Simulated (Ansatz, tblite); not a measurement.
# MnF3: rung by rung, part 1 of 3

How do method and basis change the picture of MnF3 (quintet)?

Method: as each input shows; program: Ansatz 0.2.0, Gaussian basis.

Plan: GFN1-xTB, GFN2-xTB, PBE-D4/def2-TZVP, r2SCAN-D4/def2-TZVP, B3LYP-D4/def2-TZVP, BHLYP-D4/def2-TZVP, r2SCANh-D4/def2-TZVP, r2SCAN0-D4/def2-TZVP, LDA/def2-TZVP, LC-ωPBE/def2-TZVP, ωB97M-V/def2-TZVP, CAM-B3LYP-D4/def2-TZVP, PBE-QIDH/def2-TZVP, B97M-V/def2-TZVP, revPBE-D4/def2-TZVP, HSE06-D4/def2-TZVP, B2PLYP/def2-TZVP, BLYP-D4/def2-TZVP, ωB97X-V/def2-TZVP, HF/def2-TZVP, PBE-D4/def2-SVP, PBE0-D4/def2-SVP, PBE0-D4/def2-QZVPP, HF/STO-3G, PBE0-D4/def2-TZVPD, PBE-D4/def2-TZVPD, r2SCAN-D4/def2-TZVPD, CCSD(T)/def2-TZVPP, MP2/def2-TZVP, RPA/def2-TZVP, MP2/def2-QZVPP.

1 further run of the same task is left out (it didn't finish).

## Step 1: The relaxed structure

The geometry is that of the quintet, from an earlier relaxation (r2SCAN-D4/def2-TZVP).

4 atoms, charge 0, spin multiplicity 5.

Bond lengths: Mn1–F2 1.722 Å, Mn1–F3 1.747 Å, Mn1–F4 1.747 Å. Angles: F2–Mn1–F3 105.6°, F2–Mn1–F4 105.7°, F3–Mn1–F4 148.7°.

As a file:

| atom | x (Å) | y (Å) | z (Å) |
| --- | --- | --- | --- |
| Mn1 | -0.1948 | 0.0030 | -0.0009 |
| F2 | 1.5267 | -0.0242 | 0.0073 |
| F3 | -0.6391 | 1.6924 | -0.0143 |
| F4 | -0.6929 | -1.6713 | 0.0080 |

Formally the metal is d4. No spin-orbit coupling is included.

PBE0-D4/def2-TZVP was run before; its log isn't repeated, and its numbers join the tables.

## Step 2: GFN1-xTB

Tight binding, by tblite at 300 K electronic temperature and without a spin-polarisation term:

```python
tblite.interface.Calculator('GFN1-xTB', numbers, positions, charge=0, uhf=4).singlepoint()
```

Energy -480.7265 eV; 0.005 s.

## Step 3: GFN2-xTB

Tight binding, by tblite at 300 K electronic temperature and without a spin-polarisation term:

```python
tblite.interface.Calculator('GFN2-xTB', numbers, positions, charge=0, uhf=4).singlepoint()
```

Energy -466.0540 eV; 0.002 s.

## Step 4: PBE-D4/def2-TZVP

start.molden holds the orbitals of an earlier run on this state, given as this run's starting guess.

in.yaml

```yaml
crystal:
  periodic: [false, false, false]
  atoms:
    - {symbol: Mn, position_ang: [-0.194780, 0.003047, -0.000946]}
    - {symbol: F, position_ang: [1.526731, -0.024159, 0.007301]}
    - {symbol: F, position_ang: [-0.639085, 1.692443, -0.014335]}
    - {symbol: F, position_ang: [-0.692866, -1.671331, 0.007971]}
basis:
  gaussian: {orbitals: def2-TZVP, initial_orbitals: start.molden}
magnetization: {spin_polarized: true, initial_magnetization: 4}
hamiltonian: {xc: pbe, dispersion: d4}
scf: {omitted_lower_state_checks: [starts]}
output: {orbitals: {seedname: orbitals}}
```

Command:

```bash
> ansatz run in.yaml --threads 2 --pin off --events-out ev --progress --plain --max-ram 4352MiB
```

Output, cut to the lines that bear on the results:

```text
Functional definition: PBE
  name "PBE"
  cite "Perdew, Burke & Ernzerhof, Phys. Rev. Lett. 77, 3865 (1996) doi:10.1103/PhysRevLett.77.3865"
  parent pbe
[...]
910 factors; their error is unknown
[...]
mean field -39464.16081274 eV, -1450.2811600992 hartree, gradient 1.1e-5 eV, S^2 6.024557; 0 other end points of the search recorded, 0 dependent functions left out
reference -39464.16085320 eV, -1450.2811615861 hartree; 28, 24 occupied and 110, 114 virtual orbitals, 910 factors
Total energy: -39464.21390508 eV, -1450.2831112069 hartree
Checks for a lower state left out: starts
```

Wall time 1.5 s (2 threads of Intel Xeon 6975P-C, shared host).

Report: HOMO -7.02 eV, LUMO -5.70 eV (over both spins); ⟨S²⟩ 6.025 (pure: 6.00).

## Step 5: r2SCAN-D4/def2-TZVP

in.yaml: that of step 4 with these lines changed.

```diff
@@ -10,3 +10,3 @@
 magnetization: {spin_polarized: true, initial_magnetization: 4}
-hamiltonian: {xc: pbe, dispersion: d4}
+hamiltonian: {xc: r2scan, dispersion: d4}
 scf: {omitted_lower_state_checks: [starts]}
```

Launched as before.

Output, cut to the lines that bear on the results:

```text
Functional definition: r2SCAN
  name "r2SCAN"
  cite "Furness, Kaplan, Ning, Perdew & Sun, J. Phys. Chem. Lett. 11, 8208 (2020) doi:10.1021/acs.jpclett.0c02405"
  cite "Furness, Kaplan, Ning, Perdew & Sun, J. Phys. Chem. Lett. 11, 9248 (2020) doi:10.1021/acs.jpclett.0c03077"
  parent r2scan
[...]
910 factors; their error is unknown
[...]
mean field -39474.34485597 eV, -1450.6554167848 hartree, gradient 2.5e-5 eV, S^2 6.034752; 0 other end points of the search recorded, 0 dependent functions left out
reference -39474.34487042 eV, -1450.6554173159 hartree; 28, 24 occupied and 110, 114 virtual orbitals, 910 factors
Total energy: -39474.35683399 eV, -1450.6558569692 hartree
Checks for a lower state left out: starts
```

It took 2.7 s on 2 threads of Intel Xeon 6975P-C, shared host.

From the report: HOMO -7.89 eV, LUMO -5.90 eV (over both spins); ⟨S²⟩ 6.035 (pure: 6.00).

## Step 6: B3LYP-D4/def2-TZVP

in.yaml: that of step 5 with these lines changed.

```diff
@@ -10,4 +10,4 @@
 magnetization: {spin_polarized: true, initial_magnetization: 4}
-hamiltonian: {xc: r2scan, dispersion: d4}
+hamiltonian: {xc: {name: B3LYP}, dispersion: d4}
 scf: {omitted_lower_state_checks: [starts]}
-output: {orbitals: {seedname: orbitals}}
+output: {forces: true, orbitals: {seedname: orbitals}}
```

Launched as before.

Output:

```text
Functional definition: B3LYP
  name "B3LYP"
  cite "Stephens, Devlin, Chabalowski & Frisch, J. Phys. Chem. 98, 11623 (1994) doi:10.1021/j100096a001"
  cite "Becke, Phys. Rev. A 38, 3098 (1988) doi:10.1103/PhysRevA.38.3098"
  cite "Lee, Yang & Parr, Phys. Rev. B 37, 785 (1988) doi:10.1103/PhysRevB.37.785"
  cite "Vosko, Wilk & Nusair, Can. J. Phys. 58, 1200 (1980) doi:10.1139/p80-159"
  parameter a0 = 0.2
  parameter ax = 0.72
  parameter ac = 0.81
  exchange = (1 - a0 - ax)*slater_x + ax*b88_x + a0*exact_x
  correlation = (1 - ac)*vwn_rpa_c + ac*lyp_c
these checks for a lower state are left out or cut short: starts
955 factors; their error is unknown
mean field evaluation 1: about -39478.3713 eV, gradient 5.0e0 eV
mean field evaluation 2: about -39478.4242 eV, gradient 7.3e-2 eV
mean field evaluation 4: about -39478.5235 eV, gradient 3.3e-4 eV
mean field -39478.52347742 eV, -1450.8089782907 hartree, gradient 2.6e-5 eV, S^2 6.027796; 0 other end points of the search recorded, 0 dependent functions left out
the calculation of the forces begins
reference -39478.52368859 eV, -1450.8089860513 hartree; 28, 24 occupied and 110, 114 virtual orbitals, 955 factors
Total energy: -39478.61023143 eV, -1450.8121664420 hartree
Atom 0 at    -0.194780     0.003047    -0.000946 Å, force    -0.042588     0.000912    -0.000155 eV/Å
Atom 1 at     1.526731    -0.024159     0.007301 Å, force     0.187251    -0.003275     0.000887 eV/Å
Atom 2 at    -0.639085     1.692443    -0.014335 Å, force    -0.070618     0.118975    -0.001148 eV/Å
Atom 3 at    -0.692866    -1.671331     0.007971 Å, force    -0.074045    -0.116612     0.000416 eV/Å
Dipole moment:    -0.308261     0.004857    -0.001496 e Å
Checks for a lower state left out: starts
```

Wall time 3.5 s (2 threads of Intel Xeon 6975P-C, shared host).

HOMO -9.48 eV, LUMO -5.17 eV (over both spins); ⟨S²⟩ 6.028 (pure: 6.00).

## Step 7: BHLYP-D4/def2-TZVP

in.yaml: that of step 6 with these lines changed.

```diff
@@ -10,4 +10,4 @@
 magnetization: {spin_polarized: true, initial_magnetization: 4}
-hamiltonian: {xc: {name: B3LYP}, dispersion: d4}
+hamiltonian: {xc: {name: BHLYP}, dispersion: d4}
 scf: {omitted_lower_state_checks: [starts]}
-output: {forces: true, orbitals: {seedname: orbitals}}
+output: {orbitals: {seedname: orbitals}}
```

Launched as before.

Output, cut to the lines that bear on the results:

```text
Functional definition: BHLYP
  name "BHLYP"
  cite "Becke, J. Chem. Phys. 98, 1372 (1993) doi:10.1063/1.464304"
  cite "Becke, Phys. Rev. A 38, 3098 (1988) doi:10.1103/PhysRevA.38.3098"
  cite "Lee, Yang & Parr, Phys. Rev. B 37, 785 (1988) doi:10.1103/PhysRevB.37.785"
[...]
1092 factors; their error is unknown
[...]
mean field -39473.56753877 eV, -1450.6268509046 hartree, gradient 1.9e-5 eV, S^2 6.030708; 0 other end points of the search recorded, 0 dependent functions left out
reference -39473.56768102 eV, -1450.6268561323 hartree; 28, 24 occupied and 110, 114 virtual orbitals, 1092 factors
Total energy: -39473.63567695 eV, -1450.6293549367 hartree
Checks for a lower state left out: starts
```

Run time: 5.5 s. Hardware: 2 threads of Intel Xeon 6975P-C, shared host; peak memory 0.59 GiB.

From the report: HOMO -12.55 eV, LUMO -3.83 eV (over both spins); ⟨S²⟩ 6.031 (pure: 6.00).

## Step 8: r2SCANh-D4/def2-TZVP

in.yaml: that of step 7 with these lines changed.

```diff
@@ -10,3 +10,3 @@
 magnetization: {spin_polarized: true, initial_magnetization: 4}
-hamiltonian: {xc: {name: BHLYP}, dispersion: d4}
+hamiltonian: {xc: {name: r2SCANh}, dispersion: d4}
 scf: {omitted_lower_state_checks: [starts]}
```

Launched as before.

Output, cut to the lines that bear on the results:

```text
Functional definition: r2SCANh
  name "r2SCANh"
  cite "Bursch, Neugebauer, Ehlert & Grimme, J. Chem. Phys. 156, 134105 (2022) doi:10.1063/5.0086040"
  cite "Furness, Kaplan, Ning, Perdew & Sun, J. Phys. Chem. Lett. 11, 8208 (2020) doi:10.1021/acs.jpclett.0c02405"
  cite "Furness, Kaplan, Ning, Perdew & Sun, J. Phys. Chem. Lett. 11, 9248 (2020) doi:10.1021/acs.jpclett.0c03077"
  parent r2scan
[...]
935 factors; their error is unknown
[...]
mean field -39473.31709398 eV, -1450.6176472284 hartree, gradient 1.3e-5 eV, S^2 6.037637; 0 other end points of the search recorded, 0 dependent functions left out
reference -39473.31710748 eV, -1450.6176477247 hartree; 28, 24 occupied and 110, 114 virtual orbitals, 935 factors
Total energy: -39473.32991462 eV, -1450.6181183783 hartree
Checks for a lower state left out: starts
```

It took 3.3 s on 2 threads of Intel Xeon 6975P-C, shared host.

Report: HOMO -8.95 eV, LUMO -5.59 eV (over both spins); ⟨S²⟩ 6.038 (pure: 6.00).

## Step 9: r2SCAN0-D4/def2-TZVP

in.yaml: that of step 8 with these lines changed.

```diff
@@ -10,3 +10,3 @@
 magnetization: {spin_polarized: true, initial_magnetization: 4}
-hamiltonian: {xc: {name: r2SCANh}, dispersion: d4}
+hamiltonian: {xc: {name: r2SCAN0}, dispersion: d4}
 scf: {omitted_lower_state_checks: [starts]}
```

Launched as before.

Output, cut to the lines that bear on the results:

```text
Functional definition: r2SCAN0
  name "r2SCAN0"
  cite "Bursch, Neugebauer, Ehlert & Grimme, J. Chem. Phys. 156, 134105 (2022) doi:10.1063/5.0086040"
  cite "Furness, Kaplan, Ning, Perdew & Sun, J. Phys. Chem. Lett. 11, 8208 (2020) doi:10.1021/acs.jpclett.0c02405"
  cite "Furness, Kaplan, Ning, Perdew & Sun, J. Phys. Chem. Lett. 11, 9248 (2020) doi:10.1021/acs.jpclett.0c03077"
  parent r2scan
[...]
978 factors; their error is unknown
[...]
mean field -39471.88990592 eV, -1450.5651990348 hartree, gradient 1.7e-5 eV, S^2 6.040188; 0 other end points of the search recorded, 0 dependent functions left out
reference -39471.88991797 eV, -1450.5651994776 hartree; 28, 24 occupied and 110, 114 virtual orbitals, 978 factors
Total energy: -39471.90417075 eV, -1450.5657232574 hartree
Checks for a lower state left out: starts
```

It took 4 s on 2 threads of Intel Xeon 6975P-C, shared host.

HOMO -10.48 eV, LUMO -5.07 eV (over both spins); ⟨S²⟩ 6.040 (pure: 6.00).

## Step 10: LDA/def2-TZVP

in.yaml: that of step 9 with these lines changed.

```diff
@@ -10,3 +10,3 @@
 magnetization: {spin_polarized: true, initial_magnetization: 4}
-hamiltonian: {xc: {name: r2SCAN0}, dispersion: d4}
+hamiltonian: {xc: lda}
 scf: {omitted_lower_state_checks: [starts]}
```

Same command.

Output, cut to the lines that bear on the results:

```text
Functional definition: SPW92
  name "SPW92"
  cite "Dirac, Proc. Camb. Phil. Soc. 26, 376 (1930) doi:10.1017/S0305004100016108"
  cite "Slater, Phys. Rev. 81, 385 (1951) doi:10.1103/PhysRev.81.385"
  cite "Perdew & Wang, Phys. Rev. B 45, 13244 (1992) doi:10.1103/PhysRevB.45.13244"
[...]
910 factors; their error is unknown
[...]
mean field -39362.43327204 eV, -1446.5427419318 hartree, gradient 1.8e-5 eV, S^2 6.025297; 0 other end points of the search recorded, 0 dependent functions left out
reference -39362.43331023 eV, -1446.5427433355 hartree; 28, 24 occupied and 110, 114 virtual orbitals, 910 factors
Total energy: -39362.43331023 eV, -1446.5427433355 hartree
Checks for a lower state left out: starts
```

Wall time 0.85 s (2 threads of Intel Xeon 6975P-C, shared host).

HOMO -7.16 eV, LUMO -6.13 eV (over both spins); ⟨S²⟩ 6.025 (pure: 6.00).

## Step 11: LC-ωPBE/def2-TZVP

in.yaml: that of step 10 with these lines changed.

```diff
@@ -10,3 +10,3 @@
 magnetization: {spin_polarized: true, initial_magnetization: 4}
-hamiltonian: {xc: lda}
+hamiltonian: {xc: {name: LC-wPBE}}
 scf: {omitted_lower_state_checks: [starts]}
```

Launched as before.

Output, cut to the lines that bear on the results:

```text
Functional definition: LC-wPBE
  name "LC-wPBE"
  cite "Vydrov & Scuseria, J. Chem. Phys. 125, 234109 (2006) doi:10.1063/1.2409292"
  cite "Heyd & Scuseria, J. Chem. Phys. 120, 7274 (2004) doi:10.1063/1.1668634"
  cite "Ernzerhof & Perdew, J. Chem. Phys. 109, 3313 (1998) doi:10.1063/1.476928"
  cite "Perdew, Burke & Ernzerhof, Phys. Rev. Lett. 77, 3865 (1996) doi:10.1103/PhysRevLett.77.3865"
  parent pbe
[...]
910 factors; their error is unknown
223 factors; integrals over basis functions are off by at most 9.5e-5 eV
[...]
mean field -39468.02695125 eV, -1450.4232380688 hartree, gradient 2.4e-5 eV, S^2 6.023024; 0 other end points of the search recorded, 0 dependent functions left out
reference -39468.02695125 eV, -1450.4232380690 hartree; 28, 24 occupied and 110, 114 virtual orbitals, 910 factors
Total energy: -39468.02695125 eV, -1450.4232380690 hartree
Checks for a lower state left out: starts
```

Wall time 3.9 s (2 threads of Intel Xeon 6975P-C, shared host).

From the report: HOMO -12.64 eV, LUMO -2.60 eV (over both spins); ⟨S²⟩ 6.023 (pure: 6.00).

## Step 12: ωB97M-V/def2-TZVP

in.yaml: that of step 11 with these lines changed.

```diff
@@ -10,3 +10,3 @@
 magnetization: {spin_polarized: true, initial_magnetization: 4}
-hamiltonian: {xc: {name: LC-wPBE}}
+hamiltonian: {xc: {name: wB97M-V}}
 scf: {omitted_lower_state_checks: [starts]}
```

Same command.

Output, cut to the lines that bear on the results:

```text
Functional definition: wB97M-V
  name "wB97M-V"
  cite "Mardirossian & Head-Gordon, J. Chem. Phys. 144, 214110 (2016) doi:10.1063/1.4952647"
  cite "Becke, J. Chem. Phys. 107, 8554 (1997) doi:10.1063/1.475007"
  cite "Vydrov & Van Voorhis, J. Chem. Phys. 133, 244103 (2010) doi:10.1063/1.3521275"
  # Of w^i u^j: cxij and so on, Table III.
[...]
  gx(w, u) = 1 - cx + cx01*u + cx10*w
[...]
940 factors; their error is unknown
157 factors; integrals over basis functions are off by at most 4.3e-5 eV
[...]
mean field -39473.64989201 eV, -1450.6298773306 hartree, gradient 3.4e-5 eV, S^2 6.029685; 0 other end points of the search recorded, 0 dependent functions left out
reference -39473.64994136 eV, -1450.6298791442 hartree; 28, 24 occupied and 110, 114 virtual orbitals, 940 factors
Total energy: -39473.64994136 eV, -1450.6298791442 hartree
Checks for a lower state left out: starts
```

Wall time 15 s (2 threads of Intel Xeon 6975P-C, shared host); peak memory 0.7 GiB.

Report: HOMO -12.50 eV, LUMO -2.64 eV (over both spins); ⟨S²⟩ 6.030 (pure: 6.00).

## Step 13: CAM-B3LYP-D4/def2-TZVP

in.yaml: that of step 12 with these lines changed.

```diff
@@ -10,3 +10,3 @@
 magnetization: {spin_polarized: true, initial_magnetization: 4}
-hamiltonian: {xc: {name: wB97M-V}}
+hamiltonian: {xc: {name: CAM-B3LYP}, dispersion: d4}
 scf: {omitted_lower_state_checks: [starts]}
```

Launched as before.

Output, cut to the lines that bear on the results:

```text
Functional definition: CAM-B3LYP
  name "CAM-B3LYP"
  cite "Yanai, Tew & Handy, Chem. Phys. Lett. 393, 51 (2004) doi:10.1016/j.cplett.2004.06.011"
  cite "Iikura, Tsuneda, Yanai & Hirao, J. Chem. Phys. 115, 3540 (2001) doi:10.1063/1.1383587"
  cite "Becke, Phys. Rev. A 38, 3098 (1988) doi:10.1103/PhysRevA.38.3098"
  cite "Lee, Yang & Parr, Phys. Rev. B 37, 785 (1988) doi:10.1103/PhysRevB.37.785"
[...]
955 factors; their error is unknown
157 factors; integrals over basis functions are off by at most 1.1e-4 eV
[...]
mean field -39477.60456589 eV, -1450.7752089152 hartree, gradient 2.1e-5 eV, S^2 6.026167; 0 other end points of the search recorded, 0 dependent functions left out
reference -39477.60466951 eV, -1450.7752127231 hartree; 28, 24 occupied and 110, 114 virtual orbitals, 955 factors
Total energy: -39477.64954726 eV, -1450.7768619498 hartree
Checks for a lower state left out: starts
```

Wall time 3.5 s (2 threads of Intel Xeon 6975P-C, shared host).

HOMO -11.53 eV, LUMO -3.81 eV (over both spins); ⟨S²⟩ 6.026 (pure: 6.00).

(Continued in part 2 of 3.)
